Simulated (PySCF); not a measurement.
Homolysis of single bonds, series Sn OH-H. Isolated molecules, 0 K electronic values unless said otherwise. One relaxed conformer stands for each flexible species; it need not be the lowest. Strings in code marks are SMILES.

The dipole moment from two functionals at the same geometries (r2SCAN-D4/def2-TZVP), both in PySCF: PBE-D3(BJ)/def2-TZVP and r2SCAN-D4/def2-TZVP. 

```csv
species,r2SCAN-D4/def2-TZVP (D)
radical fragment (`[OH]`),1.76
whole molecule (`[OH][SnH3]`),1.70
radical fragment (`[SnH3]`),0.32
whole molecule (`[SnH4]`),0.00
```

**Question.** What does PBE-D3(BJ)/def2-TZVP give for each?

**Answer.** 
- radical fragment (`[OH]`): 1.73
- whole molecule (`[OH][SnH3]`): 1.62
- radical fragment (`[SnH3]`): 0.29
- whole molecule (`[SnH4]`): 0.00
Over these rows, drawn at random from the members with no instability flagged (it was tested for open shells, ions and some series alone), PBE minus r2SCAN-D4: mean -0.04 D, from -0.08 D to 0.00 D.
